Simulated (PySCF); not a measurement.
# Towards the basis-set limit for OF

An exercise on one series of results from a longer session: the logs are not shown, and one member is left open.

Method: CCSD(T) on ROHF, no relativity in the base curves; scalar relativity is added as a correction; program: PySCF 2.14.0.

2 further runs of the same task are left out: 2 set aside as unsound or not needed.

The first run:

- molecule: OF
- state: doublet, unpaired electrons π ↑
- smaller basis: O cc-pVTZ, F cc-pVTZ
- larger basis: O cc-pVQZ, F cc-pVQZ
- frozen core orbitals: 2
- extrapolation: correlation as n⁻³ (n = 3, 4), Hartree–Fock as (n+1)·exp(−9√n)
- corrections: core–valence correlation, scalar relativity
- distances (Å): 1.1766, 1.2300, 1.2835, 1.3370, 1.3905, 1.4573, 1.5242
- masses (u): 15.9949, 18.9984
- dissociation limit: O + F

Run with:

```bash
$ OMP_NUM_THREADS=4 python comp.py task.json out
```

Among the steps run: Coupled cluster at each distance.

One of the session's tables, all rows but one given; the rest of the session is left out.

Parts of the energy along the bond, in eV from O + F:

```
 R (Å)  HF/CBS  CCSD corr.      (T)  core–valence  relativity
1.1766   1.090      -2.275  -0.2145       -0.0153      0.0060
1.2300   0.687      -2.334  -0.2386       -0.0095      0.0052
1.2835   0.516      -2.396  -0.2633       -0.0048      0.0042
1.3370   0.514      -2.462  -0.2889       -0.0010      0.0034
1.3905       ?           ?        ?             ?           ?
1.4573   0.903      -2.631  -0.3504        0.0045      0.0018
1.5242   1.262      -2.742  -0.3888        0.0064      0.0012
```

Estimate the missing values for R (Å) = 1.3905.

Worked estimate for «HF/CBS». A straight line through the neighbours (1.3370, 0.514) and (1.4573, 0.903) gives 0.514 + (0.903 − 0.514) × (1.3905 − 1.3370) / (1.4573 − 1.3370) = 0.687; a parabola fitted to 4 rows on both sides gives 0.638.

The run gave: HF/CBS: 0.634; CCSD corr.: -2.533; (T): -0.3154; core–valence: 0.0019; relativity: 0.0026. In «HF/CBS» the line misses by +0.053 and the parabola by +0.004.

Caveats from the session: Spin–orbit coupling and excitations beyond (T) are left out.
